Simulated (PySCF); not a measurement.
# water: gas-phase deprotonation enthalpies at several levels

Structure: `O` (H2O). Atom numbers as in the mapped SMILES `[OH2:1]`.

All levels share the PBE0-D3(BJ)/ma-def2-SVP structures and the PBE0-D3(BJ)/ma-def2-SVP thermal terms; only the single-point energies (PySCF) change. Values are gas-phase deprotonation enthalpies (298 K, kJ/mol).

| level | O1 | abs. error | time |
| --- | --- | --- | --- |
| LDA/ma-def2-TZVP | 1592 | 40.6 | 0.62 s |
| BLYP-D3(BJ)/ma-def2-TZVP | 1603 | 30.3 | 0.73 s |
| PBE-D3(BJ)/ma-def2-TZVP | 1613 | 20.0 | 0.74 s |
| BP86-D3(BJ)/ma-def2-TZVP | 1613 | 19.6 | 0.73 s |
| CAM-B3LYP-D3(BJ)/ma-def2-TZVP | 1620 | 12.8 | 0.56 s |
| ωB97M-D3(BJ)/ma-def2-TZVP (grid 3) | 1622 | 11.0 | 1 s |
| B3LYP-D3(BJ)/ma-def2-TZVP | 1623 | 9.3 | 0.51 s |
| TPSS-D3(BJ)/ma-def2-TZVP (grid 3) | 1626 | 6.4 | 1.2 s |
| PBE0-D3(BJ)/6-31+G* | 1628 | 5.2 | 0.34 s |
| PBE0-D3(BJ)/aug-pcseg-1 | 1628 | 4.6 | 0.42 s |
| r2SCAN-D3(BJ)/ma-def2-TZVP (grid 3) | 1631 | 1.6 | 1.4 s |
| PBE0-D3(BJ)/aug-cc-pVDZ | 1634 | 1.0 | 0.44 s |
| M06-2X/ma-def2-TZVP (grid 3) | 1634 | 1.4 | 1.1 s |
| PBE0-D3(BJ)/def2-SVPD | 1634 | 1.5 | 0.42 s |
| TPSSh-D3(BJ)/ma-def2-TZVP (grid 3) | 1635 | 2.0 | 1.1 s |
| ωB97X-D3(BJ)/ma-def2-TZVP | 1636 | 2.8 | 0.49 s |
| HSE06/ma-def2-TZVP | 1636 | 3.2 | 0.96 s |
| PBE0-D3(BJ)/def2-TZVPD | 1637 | 4.0 | 0.65 s |
| PBE0-D3(BJ)/ma-def2-TZVP | 1638 | 5.1 | – |
| M06/ma-def2-TZVP (grid 3) | 1639 | 6.1 | 1.1 s |
| LC-ωPBE/ma-def2-TZVP | 1640 | 6.7 | 0.85 s |
| PBE0-D3(BJ)/aug-cc-pVTZ | 1640 | 7.4 | 0.83 s |
| PBE0-D3(BJ)/def2-QZVPPD | 1640 | 7.4 | 1.3 s |
| PBE0-D3(BJ)/jun-cc-pV(T+d)Z | 1640 | 7.5 | 0.61 s |
| PBE0-D3(BJ)/aug-cc-pVQZ | 1641 | 8.2 | 1.8 s |
| PBE0-D3(BJ)/ma-def2-SVP | 1642 | 9.1 | 0.36 s |
| PBE0-D3(BJ)/6-311+G** | 1642 | 9.2 | 0.43 s |
| M06-L/ma-def2-TZVP (grid 3) | 1644 | 11.5 | 1.3 s |
| BHandHLYP/ma-def2-TZVP | 1645 | 12.1 | 0.44 s |
| PBE0-D3(BJ)/6-311++G(2d,2p) | 1646 | 13.2 | 0.48 s |
| B97-2/ma-def2-TZVP | 1646 | 13.3 | 0.49 s |
| OPBE/ma-def2-TZVP | 1649 | 16.5 | 0.7 s |
| PBE0-D3(BJ)/def2-QZVP | 1668 | 35.3 | 1.1 s |
| HF/ma-def2-TZVP | 1670 | 37.5 | 0.2 s |
| PBE0-D3(BJ)/pcseg-2 | 1676 | 43.1 | 0.51 s |
| PBE0-D3(BJ)/def2-TZVP | 1693 | 60.5 | 0.44 s |
| PBE0-D3(BJ)/def2-TZVPP | 1697 | 64.6 | 0.57 s |
| PBE0-D3(BJ)/cc-pVTZ | 1736 | 102.8 | 0.54 s |
| PBE0-D3(BJ)/pcseg-1 | 1748 | 114.8 | 0.34 s |
| PBE0-D3(BJ)/6-31G | 1755 | 122.3 | 0.32 s |
| PBE0-D3(BJ)/def2-SV(P) | 1772 | 139.2 | 0.35 s |
| PBE0-D3(BJ)/6-31G* | 1784 | 150.9 | 0.34 s |
| PBE0-D3(BJ)/def2-SVP | 1801 | 168.2 | 0.33 s |
| PBE0-D3(BJ)/cc-pVDZ | 1808 | 175.4 | 0.34 s |
| ATcT 1.112 | 1633 |  |  |

Times are wall times for all single points of a level on 1 thread of Arm Neoverse V1, a shared host; the dash marks the run that also made the structures. BLYP, BP86, HSE06, LC-ωPBE, LDA, M06-L, OPBE, PBE, TPSS, r2SCAN ran on a slower path of this set-up, which computes the density-fitting integrals anew in every SCF cycle while the other levels store them. So the times needn't show the usual order of cost, and those levels read slower than they are.

Hartree-Fock leaves out electron correlation, so its deprotonation energies can be off by tens of kJ/mol.

The spread: 216 kJ/mol, from 1592 to 1808.

Bases without diffuse functions serve anions poorly.
